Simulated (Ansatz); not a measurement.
## HO₂, doublet: energies of several shapes or isomers

Computed with Ansatz's Gaussian-basis code (development build); BCCD by scripts on PySCF. Settings: STO-3G; 2 core orbitals frozen; no relativity. A minimal or small basis: far from the basis limit. On stretched bonds single-reference methods can fail or change state.

Case A:

```xyz
3

O     0.0000    0.0000    0.0000
H     0.0000    0.9400   -0.2400
O     0.0000    0.0000    1.4896
```

Case B:

```xyz
3

O     0.0000    0.0000    0.0000
H     0.0000    1.0528   -0.2688
O     0.0000    0.0000    1.3300
```

Energy less that of case A, in eV:

| case | RBCCD(T) | UBCCD(T) |
| --- | --- | --- |
| B | -0.239 | -0.239 |

Give the full CI energies against case A.

B: -0.212 eV (-4.9 kcal/mol).
